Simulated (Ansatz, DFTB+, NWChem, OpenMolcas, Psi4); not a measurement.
# Strength of the C–S bond: C2H4OS → C2H3O + HS

Species: C2H4OS (thioacetic acid) `CC(=O)S`, singlet; C2H3O `C[C]=O`, doublet; HS, doublet. 

Shapes, held fixed at every level: PBE0-D4/def2-TZVP. Flexible molecules stand in one conformer, not always the lowest. Programs: Ansatz 0.2.0, DFTB+ 25.1, NWChem 7.3.0, OpenMolcas 26.06, Psi4 1.11. A level may come from different programs for different species; with the same settings they agree closely. The zero-point and thermal change to 298 K, harmonic and unscaled (PBE0-D4/def2-TZVP), is -11.9 kJ/mol.

```json
{"level": "DFTB2", "kind": "semi-empirical", "ΔH(298 K) (kJ/mol)": "+363.9"}
{"level": "HF/STO-3G", "kind": "Hartree–Fock", "ΔH(298 K) (kJ/mol)": "+250.3"}
{"level": "HF/3-21G", "kind": "Hartree–Fock", "ΔH(298 K) (kJ/mol)": "+149.9"}
{"level": "HF/def2-SVP", "kind": "Hartree–Fock", "ΔH(298 K) (kJ/mol)": "+186.9"}
{"level": "B3LYP/6-31G* (spherical functions)", "kind": "global hybrid", "ΔH(298 K) (kJ/mol)": "+290.2"}
{"level": "PBE0/def2-SVP", "kind": "global hybrid", "ΔH(298 K) (kJ/mol)": "+313.0"}
```

PBE0/def2-SVP gives ΔH(298 K) = +313.0 kJ/mol; the levels span +149.9 to +363.9. The median of the levels is +270.3. Hartree–Fock misses the correlation of the pair that is broken and comes out low. No measured value is set beside it here. Spin contamination: C2H3O (⟨S²⟩ up to 0.85). Open shells run unrestricted. PBE0/def2-SVP lies outside the range of all other levels here, so it shouldn't be taken on trust. Rows in sets without polarisation functions are far from converged.
